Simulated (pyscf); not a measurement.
`[OH][Ta]([F])([F])([F])[F]` → `[O]=[Ta]([F])([F])[F]` + `[FH]` (elimination; singlet surface; H–O, F–Ta broken, F–H formed). Single points on ωB97X-D3(BJ)/def2-SVP structures (PySCF, gas phase). Energies in kcal/mol from the reactant's lowest minimum found.

| level | barrier | reaction energy |
|---|---|---|
| PBE/def2-TZVP | 26.1 | +32.0 |
| r²SCAN/def2-TZVP | … | … |
| B3LYP-D3(BJ)/def2-TZVP | 30.7 | +34.8 |
| PBE0-D3(BJ)/def2-TZVP | … | +34.8 |
| M06-2X/def2-TZVP | 30.1 | +35.9 |
| ωB97M-D3(BJ)/def2-TZVP | 31.0 | +35.1 |

Question: Some entries are withheld; supply them.

Answer: 
- r²SCAN/def2-TZVP, barrier: 29.2
- r²SCAN/def2-TZVP, reaction energy: +37.4
- PBE0-D3(BJ)/def2-TZVP, barrier: 29.4

On the product side the descent ends in an adduct with a F–Ta contact, 10.9 kcal/mol under the separated species and 5.5 kcal/mol under the saddle at ωB97X-D3(BJ)/def2-TZVP. At PBE, r²SCAN, B3LYP-D3(BJ), PBE0-D3(BJ), M06-2X, ωB97M-D3(BJ) the saddle lies under the separated products, which points to a path from their complex (located at ωB97X-D3(BJ) alone), and parting the products costs more than the saddle. What is counted as broken (F–Ta) persists as a longer contact in the product adduct; parting that adduct is a step of its own. At the saddle there is also a short H–Ta contact that neither side keeps. This is the saddle that the search found; another between the same sides may lie lower. Elements past Kr carry the def2 core potentials, without spin-orbit coupling.
